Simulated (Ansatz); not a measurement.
The inner images of a band of AlCl$_{2}$H (4 atoms, charge 0, multiplicity 1) are given out of order.

Level of theory: RKS PBE/def2-SVP (Ansatz).

Image 0:

```xyz
4
Properties=species:S:1:pos:R:3
Al 0.321 0.000 0.340
H 0.087 0.000 1.901
Cl 2.269 0.000 -0.458
Cl -1.310 0.000 -0.994
```

Image 8:

```xyz
4
Properties=species:S:1:pos:R:3
Al -1.243 0.000 0.373
H 1.935 0.000 1.753
Cl 2.011 0.000 0.457
Cl -1.337 0.000 -1.795
```

Task: Put them in order from the first end to the last, with their energies above the first end.
A.
```xyz
4
Properties=species:S:1:pos:R:3
Al -0.663 0.000 0.601
H 1.267 0.000 1.319
Cl 2.162 0.000 0.282
Cl -1.399 0.000 -1.412
```
B.
```xyz
4
Properties=species:S:1:pos:R:3
Al -0.947 0.000 0.533
H 1.432 0.000 1.406
Cl 2.297 0.000 0.421
Cl -1.414 0.000 -1.570
```
C.
```xyz
4
Properties=species:S:1:pos:R:3
Al -0.174 0.000 0.445
H 0.902 0.000 1.624
Cl 2.066 0.000 -0.020
Cl -1.427 0.000 -1.261
```
D.
```xyz
4
Properties=species:S:1:pos:R:3
Al 0.179 0.000 0.323
H 0.370 0.000 1.882
Cl 2.184 0.000 -0.297
Cl -1.366 0.000 -1.120
```
E.
```xyz
4
Properties=species:S:1:pos:R:3
Al 0.020 0.000 0.357
H 0.656 0.000 1.789
Cl 2.098 0.000 -0.151
Cl -1.407 0.000 -1.206
```
F.
```xyz
4
Properties=species:S:1:pos:R:3
Al -1.088 0.000 0.423
H 1.674 0.000 1.632
Cl 2.206 0.000 0.447
Cl -1.426 0.000 -1.712
```
G.
```xyz
4
Properties=species:S:1:pos:R:3
Al -0.389 0.000 0.552
H 1.093 0.000 1.426
Cl 2.093 0.000 0.112
Cl -1.430 0.000 -1.302
```

Result: D (+5.4 kcal/mol), E (+22.3 kcal/mol), C (+47.4 kcal/mol), G (+60.2 kcal/mol), A (+52.6 kcal/mol), B (+49.1 kcal/mol), F (+48.3 kcal/mol).

Run time: 76 s on 1 thread of Arm Neoverse V1, on a shared host, peak memory 0.1 GiB.
